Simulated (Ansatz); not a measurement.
Two isomers of C4H6OS: A = `C#COCCS`, B = `C/C(O)=C\C=S`.

Gas-phase electronic energies from Ansatz, PBE0-D4/def2-TZVP geometries. CCSD(T)/CBS is the MP2 limit (def2-TZVPP, def2-QZVPP) plus CCSD(T) − MP2 in def2-TZVPP, frozen cores. DFT in def2-TZVPP. Each species was taken in one conformer, which may not be the lowest.

**Question.** Which is lower in electronic energy at CCSD(T)/CBS, and by how much? (An estimate is asked.)

**Answer.** Ansatz gave: B, by 43.2 kcal/mol.

**Question.** Give E(B) − E(A) in kcal/mol with HF/def2-TZVPP, B2PLYP, CCSD/def2-TZVPP, PBE-D4, CCSD(T)/def2-TZVPP, r2SCAN-D4, PBE0-D4. (Estimate.)

**Answer.** Computed: HF/def2-TZVPP -38.7, B2PLYP -44.7, CCSD/def2-TZVPP -41.1, PBE-D4 -49.4, CCSD(T)/def2-TZVPP -43.1, r2SCAN-D4 -49.5, PBE0-D4 -47.3. None reverses the order clearly.

Largest T1 diagnostic: 0.017.

From PBE to PBE0 (25 % exact exchange), in def2-TZVPP and without D4, E(B) − E(A) moves by +2.0 kcal/mol. In def2-TZVPP, CCSD(T) changes the Hartree–Fock value by −4.4 kcal/mol (the triples alone add −2.0 kcal/mol) and MP2 by −4.5 kcal/mol.
